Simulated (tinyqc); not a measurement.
Inside a calculation. Method: RHF in the sto-3g basis, for H2O, spin multiplicity 1. One step of it, computed by the program tinyqc.

Problem. Orthogonalisation. S = U s U^T; symmetric (Loewdin) form X = U s^(-1/2) U^T, so that X^T S X = 1.

overlap S:
```
           1O 1s     1O 2s    1O 2px     1O 2py    1O 2pz     2H 1s      3H 1s
1O 1s   1.000000  0.236704  0.000000   0.000000  0.000000  0.058317   0.052944
1O 2s   0.236704  1.000000  0.000000   0.000000  0.000000  0.496481   0.469480
1O 2px  0.000000  0.000000  1.000000   0.000000  0.000000  0.000000   0.000000
1O 2py  0.000000  0.000000  0.000000   1.000000  0.000000  0.343061  -0.331393
1O 2pz  0.000000  0.000000  0.000000   0.000000  1.000000  0.214413   0.206767
2H 1s   0.058317  0.496481  0.000000   0.343061  0.214413  1.000000   0.221059
3H 1s   0.052944  0.469480  0.000000  -0.331393  0.206767  0.221059   1.000000
```

Give: eigenvalues of S; X.

Solution.

eigenvalues of S: 0.3336  0.4030  0.8959  1.0000  1.0791  1.3787  1.9096

X:
```
          1O 1s    1O 2s  1O 2px   1O 2py   1O 2pz    2H 1s    3H 1s
1O 1s    1.0243  -0.1444  0.0000  -0.0007  -0.0092   0.0231   0.0220
1O 2s   -0.1444   1.2618  0.0000   0.0121   0.1024  -0.3250  -0.2921
1O 2px   0.0000   0.0000  1.0000   0.0000   0.0000   0.0000   0.0000
1O 2py  -0.0007   0.0121  0.0000   1.1343   0.0044  -0.2596   0.2436
1O 2pz  -0.0092   0.1024  0.0000   0.0044   1.0438  -0.1378  -0.1267
2H 1s    0.0231  -0.3250  0.0000  -0.2596  -0.1378   1.2331  -0.0811
3H 1s    0.0220  -0.2921  0.0000   0.2436  -0.1267  -0.0811   1.2038
```
